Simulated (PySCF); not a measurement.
Excitations are Tamm–Dancoff values on a coarser integration grid. The basis has no diffuse functions, so Rydberg states are missing or too high.

Cartesian coordinates (Å):
SMILES: C=C
```xyz
6

C      0.5683     0.3339     0.0283
C     -0.5683    -0.3339    -0.0283
H      0.5945     1.3946     0.2435
H      1.5218    -0.1514    -0.1382
H     -0.5945    -1.3946    -0.2435
H     -1.5218     0.1514     0.1382
```
Charge 0, multiplicity 1.

Task: Predict the HOMO, LUMO and brightest of the four lowest singlets (TDA) from PySCF with CAM-B3LYP-D3(BJ)/def2-TZVP.

Result: 
The HOMO is -9.29 eV, the LUMO is 1.30 eV and the brightest of the four lowest singlets (TDA) is 8.40 eV.
